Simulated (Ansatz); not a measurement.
Species: C₂H, net charge 0, doublet state. It need not be the lowest isomer of its formula. 
Geometry from a B3LYP-D3(BJ)/def2-TZVP (Ansatz, a quantum-chemistry and plane-wave program) optimisation:
```xyz
3

C      0.0000     0.0000    -0.4720
C      0.0000     0.0000     0.7280
H      0.0000     0.0000    -1.5362
```
Charge 0, spin multiplicity 2.

Basis-set convergence of Hartree-Fock and CCSD(T) correlation energies (hartree) with Ansatz. Correlated levels leave the core frozen unless marked. UHF or UKS for open shells. No spin-orbit coupling. No relativistic terms.

The UHF reference is spin-contaminated (<S^2> 0.36 over the pure value in the largest basis). The T1 diagnostic of CCSD in the largest basis is 0.062, which is high, so the coupled-cluster rows are less sure than usual.

```tsv
basis	functions	E(HF)	E(corr, CCSD(T))
def2-SVPD	48	-76.09400	-0.25050
def2-TZVPPD	91	-76.18009	-0.28957
def2-QZVPPD	159	-76.18315	-0.30434
```

Extrapolating the two largest sets (X = 3 and 4) as X^-3: E(corr) = (64·(-0.30434) - 27·(-0.28957))/37 = -0.3151 Eh, an estimate of the basis-set limit. The largest set recovers 96.6 % of it, the smallest 79.5 %.
